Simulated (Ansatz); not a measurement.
Cartesian coordinates (Å):
```xyz
9

C     -0.9340    -0.2527     0.0575
C      0.3279     0.5928     0.1270
S      1.6982    -0.0215    -0.9181
H     -1.2921    -0.3359    -0.9688
H     -0.7499    -1.2614     0.4318
H     -1.7254     0.1920     0.6668
H      0.6843     0.6919     1.1522
H      0.1415     1.6004    -0.2475
H      1.8496    -1.2055    -0.3008
```
Charge 0, spin multiplicity 1.

Computed with frozen-core CCSD(T)/def2-TZVPP // B3LYP-D3(BJ)/def2-TZVP (Ansatz, an electronic-structure program).

- HF energy = -476.80205 Ha
- MP2 correlation energy = -0.53775 Ha

Question: Estimate the CCSD correlation energy, the (T) correction, the total energy and the T1 diagnostic.

Answer: 
The CCSD correlation energy comes out as -0.58155 Ha, the (T) correction comes out as -0.02335 Ha and the CCSD(T) total energy is -477.40695 Ha. The T1 diagnostic comes out as 0.009.
